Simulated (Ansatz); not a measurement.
Here is an Ansatz input file for C4H7, SMILES [CH2]C(=C)C. Write the same calculation for the Python package.

```yaml
crystal:
  periodic: [false, false, false]
  atoms:
    - { symbol: C, position_ang: [-0.247, 1.4609, -0.6015] }
    - { symbol: C, position_ang: [0.163, 0.093, -0.1351] }
    - { symbol: C, position_ang: [1.454, -0.2569, -0.1852] }
    - { symbol: C, position_ang: [-0.8586, -0.8882, 0.3732] }
    - { symbol: H, position_ang: [-1.3499, 1.5858, -0.602] }
    - { symbol: H, position_ang: [0.2083, 2.2369, 0.0494] }
    - { symbol: H, position_ang: [1.7765, -1.2412, 0.1417] }
    - { symbol: H, position_ang: [2.2045, 0.4365, -0.5539] }
    - { symbol: H, position_ang: [-1.8799, -0.4537, 0.3588] }
    - { symbol: H, position_ang: [-0.8551, -1.798, -0.2637] }
    - { symbol: H, position_ang: [-0.6158, -1.175, 1.4183] }
basis:
  gaussian:
    orbitals: cc-pVDZ
hamiltonian:
  xc: pbe
magnetization:
  spin_polarized: true
  initial_magnetization: 1.0
relax:
  f_tol: 0.02
  max_steps: 100
```

Script `opt.py`:
```python
"""Minimum-energy structure of C4H7."""

import itertools
import logging
import sys

import ansatz as az
from ase.data import atomic_numbers, covalent_radii
import numpy as np

logging.basicConfig(stream=sys.stdout, format="%(levelname)s:%(name)s:%(message)s")
logger = logging.getLogger("c4h7")
logger.setLevel(logging.INFO)

GEOMETRY = """
C    -0.24700    1.46090   -0.60150
C     0.16300    0.09300   -0.13510
C     1.45400   -0.25690   -0.18520
C    -0.85860   -0.88820    0.37320
H    -1.34990    1.58580   -0.60200
H     0.20830    2.23690    0.04940
H     1.77650   -1.24120    0.14170
H     2.20450    0.43650   -0.55390
H    -1.87990   -0.45370    0.35880
H    -0.85510   -1.79800   -0.26370
H    -0.61580   -1.17500    1.41830
"""

geometry = az.Crystal.molecule()
for line in GEOMETRY.strip().splitlines():
    symbol, *xyz = line.split()
    geometry = geometry.atom(symbol, [float(v) for v in xyz])

calculation = geometry.calculation()
calculation = calculation.basis(gaussian="cc-pVDZ")
calculation = calculation.functional("pbe")
calculation = calculation.spin("collinear", total=1)
symbols = [site.symbol for site in geometry.cartesian_sites]
start = np.array([site.position_ang for site in geometry.cartesian_sites], dtype=float)
def progress(event):
    if event["event"] == "relax_step":
        row = event["data"]
        logger.info(f"step {row['step']:3d}  E = {row['lagrangian_ev']:.6f} eV  largest force component {row['allowed_force_max_ev_ang']:.4f} eV/A")


summary = calculation.relax(force_tolerance=0.02, max_steps=100).session().plan().execute(on_event=progress).report
end = np.array(summary["positions_ang"])

logger.info(f"E = {summary['free_energy_ev']:.6f} eV = {summary['free_energy_ev'] / 27.211386246:.7f} Ha")
print("converged:", summary["converged"], " doubts:", summary["published_state_doubts"] or "none")

# pairs closer than 1.2 times the sum of covalent radii, before or after
radius = [covalent_radii[atomic_numbers[s]] for s in symbols]
span = lambda where, i, j: np.linalg.norm(where[i] - where[j])
bonded = [(i, j) for i, j in itertools.combinations(range(len(symbols)), 2) if min(span(start, i, j), span(end, i, j)) < 1.2 * (radius[i] + radius[j])]
logger.info("pair        before    after (A)")
for i, j in bonded:
    print(f"{symbols[i]}{i}-{symbols[j]}{j}".ljust(10), f"{span(start, i, j):8.4f} {span(end, i, j):8.4f}")
for first, second in list(itertools.combinations(bonded, 2)):
    shared = set(first) & set(second)
    if shared and symbols[(j := shared.pop())] != "H":
        i, k = sorted((set(first) | set(second)) - {j})
        u, v = end[i] - end[j], end[k] - end[j]
        angle = np.degrees(np.arccos(np.clip(u @ v / np.linalg.norm(u) / np.linalg.norm(v), -1, 1)))
        logger.info(f"final angle {symbols[i]}{i}-{symbols[j]}{j}-{symbols[k]}{k}: {angle:.2f} deg")

charges = summary["charge_distribution"]
dipole = np.array(charges["dipole_moment_e_ang"]) * 4.803205
logger.info("dipole (D): {:.3f} {:.3f} {:.3f}, length {:.3f}".format(*dipole, np.linalg.norm(dipole)))
logger.info("atom  Mulliken   Lowdin")
for symbol, m, l in zip(symbols, charges["mulliken_charges_e"], charges["lowdin_charges_e"]):
    logger.info(f"{symbol:4s} {m:9.3f} {l:8.3f}")
with open("c4h7_opt.xyz", "w") as handle:
    handle.write(f"{len(symbols)}\nrelaxed C4H7\n")
    handle.writelines(f"{s:2s} {x:11.6f} {y:11.6f} {z:11.6f}\n" for s, (x, y, z) in zip(symbols, end))
```

Output of `python opt.py`:
```text
INFO:c4h7:step   1  E = -4253.816192 eV  largest force component 2.2954 eV/A
INFO:c4h7:step   2  E = -4254.190904 eV  largest force component 1.6732 eV/A
INFO:c4h7:step   3  E = -4254.443983 eV  largest force component 0.9766 eV/A
INFO:c4h7:step   4  E = -4254.577271 eV  largest force component 0.4641 eV/A
INFO:c4h7:step   5  E = -4254.624265 eV  largest force component 0.1181 eV/A
INFO:c4h7:step   6  E = -4254.624536 eV  largest force component 0.0814 eV/A
INFO:c4h7:step   7  E = -4254.625304 eV  largest force component 0.0098 eV/A
INFO:c4h7:E = -4254.625334 eV = -156.3545971 Ha
converged: True  doubts: none
INFO:c4h7:pair        before    after (A)
C0-C1        1.5023   1.3948
C0-H4        1.1099   1.0991
C0-H5        1.1105   1.1000
C1-C2        1.3385   1.4017
C1-C3        1.5049   1.5183
C2-H6        1.0861   1.0996
C2-H7        1.0863   1.0998
C3-H8        1.1100   1.1067
C3-H9        1.1106   1.1094
C3-H10       1.1106   1.1095
INFO:c4h7:final angle C1-C0-H4: 121.41 deg
INFO:c4h7:final angle C1-C0-H5: 120.84 deg
INFO:c4h7:final angle C0-C1-C2: 121.36 deg
INFO:c4h7:final angle C0-C1-C3: 119.79 deg
INFO:c4h7:final angle H4-C0-H5: 117.76 deg
INFO:c4h7:final angle C2-C1-C3: 118.86 deg
INFO:c4h7:final angle C1-C2-H6: 121.43 deg
INFO:c4h7:final angle C1-C2-H7: 120.80 deg
INFO:c4h7:final angle C1-C3-H8: 111.76 deg
INFO:c4h7:final angle C1-C3-H9: 111.10 deg
INFO:c4h7:final angle C1-C3-H10: 110.96 deg
INFO:c4h7:final angle H6-C2-H7: 117.77 deg
INFO:c4h7:final angle H8-C3-H9: 107.98 deg
INFO:c4h7:final angle H8-C3-H10: 107.86 deg
INFO:c4h7:final angle H9-C3-H10: 106.98 deg
INFO:c4h7:dipole (D): -0.198 -0.281 0.099, length 0.358
INFO:c4h7:atom  Mulliken   Lowdin
INFO:c4h7:C        0.017    0.031
INFO:c4h7:C       -0.227   -0.182
INFO:c4h7:C        0.012    0.038
INFO:c4h7:C       -0.004    0.025
INFO:c4h7:H        0.020    0.006
INFO:c4h7:H        0.018    0.008
INFO:c4h7:H        0.016    0.006
INFO:c4h7:H        0.019    0.007
INFO:c4h7:H        0.027    0.015
INFO:c4h7:H        0.050    0.023
INFO:c4h7:H        0.051    0.024
```

Notes:
- Total energies depend on the basis set; only differences at equal settings carry meaning.
- The end point is the stationary point reached from this start; no frequency run checks that it is a minimum, and the basis set is modest.
- The run takes the species as open-shell (spin multiplicity 2), which needn't be its ground state.
- The Löwdin charges here are taken after orthogonalising the functions within each atom; they differ from plain Löwdin charges, and their signs can be unphysical.
- Finished in 32 s on 1 thread of Arm Neoverse V2, on a shared host, peak memory 0.22 GiB.

(Lines on the test bed's own set-up are left out of the output.)
